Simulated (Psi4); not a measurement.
# B3LYP/cc-pVTZ (sweep point 9) run of PN (phosphorus nitride)

What is the energy change on altering one bond length of PN (phosphorus nitride) at B3LYP/cc-pVTZ (sweep point 9)? 

Program for the calculation: Psi4 1.11.

**1. Starting point**

PN has 2 atoms, charge 0, and is taken as a singlet. As SMILES, `N#P`. The bond length is the measured one.

Bond lengths: N1–P2 1.491 Å.

**2. The energy at B3LYP/cc-pVTZ (sweep point 9)**

The input, calc.py:

```python
import psi4

psi4.set_memory(1600000000)
psi4.set_num_threads(1)
psi4.set_output_file('psi4.out', False)

geom = psi4.geometry("""
0 1
N      0.000000     0.000000     0.000000
P      0.000000     0.000000     1.490866
symmetry c1
""")

options = {'basis': 'cc-pVTZ', 'reference': 'rks', 'puream': True, 'scf_type': 'pk', 'dft_radial_points': 99, 'dft_spherical_points': 590}
psi4.set_options(options)

energy_value, wavefunction = psi4.energy('b3lyp', molecule=geom, return_wfn=True)
print(f'b3lyp energy: {energy_value:.10f} Eh')
```

Run with:

```sh
python calc.py
```

psi4.out:

```text
[...]
  Running in c1 symmetry.
[...]
  Nuclear repulsion =   37.269350243650337
[...]
  Multiplicity = 1
[...]
  Nalpha       = 11
  Nbeta        = 11
[...]
    Number of basis functions: 64
[...]
   @RKS iter   1:  -395.70453590147963   -6.97844e-02   1.46548e-02 DIIS/ADIIS
[...]
   @RKS iter   9:  -396.11557685207850   -2.38168e-09   4.85302e-07 DIIS
[...]
    Orbital Energies [Eh]
    ---------------------
    Doubly Occupied:
       1A    -77.131975     2A    -14.354225     3A     -6.599257
       4A     -4.761051     5A     -4.761051     6A     -4.756203
       7A     -0.854386     8A     -0.497513     9A     -0.337389
      10A     -0.337389    11A     -0.329449
[...]
  @RKS Final Energy:  -396.11557685207850
   => Energetics <=
    Nuclear Repulsion Energy =             37.2693502436503366
    One-Electron Energy =                -620.0347740113691088
    Two-Electron Energy =                 210.8845900119077044
    DFT Exchange-Correlation Energy =     -24.2347430962674153
    Empirical Dispersion Energy =           0.0000000000000000
    VV10 Nonlocal Energy =                  0.0000000000000000
    Total Energy =                       -396.1155768520785045
[...]
 Multipole Moments:
 ------------------------------------------------------------------------------------
     Multipole            Electronic (a.u.)      Nuclear  (a.u.)        Total (a.u.)
 ------------------------------------------------------------------------------------
 L = 1.  Multiply by 2.5417464519 to convert [e a0] to [Debye]
 Dipole X            :         -0.0000000            0.0000000           -0.0000000
 Dipole Y            :          0.0000000            0.0000000            0.0000000
 Dipole Z            :          1.5080978           -0.4240837            1.0840140
 Magnitude           :                                                    1.0840140
[...]
```

On the terminal:

```text
b3lyp energy: -396.1155768521 Eh
```

It took 8.4 s on 1 thread of Intel Xeon Platinum 8259CL at 2.50GHz (Skylake/Cascade Lake), shared host; peak memory 0.64 GiB.

**3. The distorted shape, same level**

The input, np.py:

```python
import psi4

psi4.set_memory(1600000000)
psi4.set_num_threads(1)
psi4.set_output_file('psi4.out', False)

m = psi4.geometry("""
N      0.000000     0.000000    -0.298134
P      0.000000     0.000000     1.490866
units angstrom
symmetry c1
""")

psi4.set_options({
    'puream': True,
    'scf_type': 'pk',
    'dft_radial_points': 99,
    'dft_spherical_points': 590,
})

e = psi4.energy('b3lyp/cc-pVTZ', molecule=m)
print(f'total energy {e:.8f} hartree = {e * 27.211386:.5f} eV')
for k, v in sorted(psi4.core.scalar_variables().items()):
    print(f'{k:45s} {v:18.10f}')
```

Run with:

```sh
python np.py
```

psi4.out:

```text
[...]
  Running in c1 symmetry.
[...]
  Nuclear repulsion =   31.058472398183344
[...]
  Multiplicity = 1
[...]
  Nalpha       = 11
  Nbeta        = 11
[...]
    Number of basis functions: 64
[...]
   @RKS iter   1:  -395.57103176191697   -2.48767e-01   1.51747e-02 ADIIS/DIIS
[...]
   @RKS iter  10:  -396.04726416260559   -1.15887e-08   1.96012e-07 DIIS
[...]
    Orbital Energies [Eh]
    ---------------------
    Doubly Occupied:
       1A    -77.174742     2A    -14.404361     3A     -6.628891
       4A     -4.791289     5A     -4.791289     6A     -4.786964
       7A     -0.785512     8A     -0.537632     9A     -0.330325
      10A     -0.303390    11A     -0.303390
[...]
  @RKS Final Energy:  -396.04726416260559
   => Energetics <=
    Nuclear Repulsion Energy =             31.0584723981833442
    One-Electron Energy =                -607.3382631822794337
    Two-Electron Energy =                 204.3237505323547225
    DFT Exchange-Correlation Energy =     -24.0912239108641693
    Empirical Dispersion Energy =           0.0000000000000000
    VV10 Nonlocal Energy =                  0.0000000000000000
    Total Energy =                       -396.0472641626055861
[...]
 Multipole Moments:
 ------------------------------------------------------------------------------------
     Multipole            Electronic (a.u.)      Nuclear  (a.u.)        Total (a.u.)
 ------------------------------------------------------------------------------------
 L = 1.  Multiply by 2.5417464519 to convert [e a0] to [Debye]
 Dipole X            :          0.0000000            0.0000000            0.0000000
 Dipole Y            :          0.0000000            0.0000000            0.0000000
 Dipole Z            :          1.5448121           -0.5088893            1.0359228
 Magnitude           :                                                    1.0359228
[...]
```

Standard output:

```text
total energy -396.04726416 hartree = -10776.99498 eV
CURRENT ENERGY                                   -396.0472641626
CURRENT REFERENCE ENERGY                         -396.0472641626
DD SOLVATION ENERGY                                 0.0000000000
DFT FUNCTIONAL TOTAL ENERGY                      -396.0472641626
DFT TOTAL ENERGY                                 -396.0472641626
DFT VV10 ENERGY                                     0.0000000000
DFT XC ENERGY                                     -24.0912239109
GRID ELECTRONS ALPHA                               11.0000000341
GRID ELECTRONS BETA                                11.0000000341
GRID ELECTRONS TOTAL                               22.0000000682
NUCLEAR REPULSION ENERGY                           31.0584723982
ONE-ELECTRON ENERGY                              -607.3382631823
PCM POLARIZATION ENERGY                             0.0000000000
PE ENERGY                                           0.0000000000
SCF ITERATION ENERGY                             -396.0472641626
SCF ITERATIONS                                     10.0000000000
SCF TOTAL ENERGY                                 -396.0472641626
TWO-ELECTRON ENERGY                               204.3237505324
XC GRID RADIAL POINTS                              99.0000000000
XC GRID SPHERICAL POINTS                          590.0000000000
XC GRID TOTAL POINTS                           110076.0000000000
```

It took 8.7 s on 1 thread of Intel Xeon Platinum 8259CL at 2.50GHz (Skylake/Cascade Lake), shared host; peak memory 0.63 GiB.

**4. Summary of results**

At B3LYP/cc-pVTZ (sweep point 9):

| quantity | value |
| --- | --- |
| first shape: total energy | -396.11558 Eh |
| first shape: dipole moment | 2.76 D |
| first shape: HOMO energy | -8.96 eV |
| first shape: LUMO energy | -2.49 eV |
| first shape: HOMO–LUMO gap | 6.48 eV |
| distorted shape: total energy | -396.04726 Eh |
| distorted shape: dipole moment | 2.63 D |
| distorted shape: HOMO energy | -8.26 eV |
| distorted shape: LUMO energy | -3.60 eV |
| distorted shape: HOMO–LUMO gap | 4.66 eV |
| energy change with the N1–P2 bond stretched from 1.491 to 1.789 Å | 1.859 eV |

In words: With the N1–P2 bond stretched from 1.491 to 1.789 Å the energy rises by 1.86 eV (43 kcal/mol). The first shape isn't relaxed at this level, so the change isn't measured from a minimum.
